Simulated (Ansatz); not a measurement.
# Rock-salt SnTe (cubic form, which distorts at low temperature)

All values below come from r²SCAN in Ansatz (plane waves, PAW).

Numerical settings: plane-wave cutoff 600 eV, 20×20×20 k mesh, Fermi–Dirac smearing 0.05 eV, scalar-relativistic PAW data made under PBE.

Cell (measured lattice):

```
CELL_PARAMETERS angstrom
      0.00000     3.15800     3.15800
      3.15800     0.00000     3.15800
      3.15800     3.15800     0.00000
ATOMIC_POSITIONS crystal
  Sn 0.00000 0.00000 0.00000
  Te 0.50000 0.50000 0.50000
```

```
Item                                              Value
---------------------------------------------  --------
elastic constant C11                            140 GPa
elastic constant C12                           3.29 GPa
elastic constant C44                           18.3 GPa
Voigt–Reuss–Hill bulk modulus                  48.9 GPa
Voigt–Reuss–Hill shear modulus (Hill average)  32.2 GPa
```

Measured, for comparison: elastic constant C11 109 GPa, elastic constant C12 2.1 GPa, elastic constant C44 9.69 GPa (temperature not stated, no zero-point or thermal correction; as tabulated in Oses et al. (2018), arXiv:1811.08464). Computed (rounded) less measured: elastic constant C11 +28 %, elastic constant C12 +57 %, elastic constant C44 +89 %.

Note: the solid has no gap at this level, which affects its response; symmetry holds this phase in the static calculation, where it need not be a minimum; the cell isn't this level's own, so it is under some stress, which shifts stiffness and frequencies.

Elastic constants are with the ions relaxed.

Spin–orbit coupling is not included.

Computed values are for the static lattice.

Computing time: very roughly 19 core-minutes.

Ansatz is a program for electronic structure.
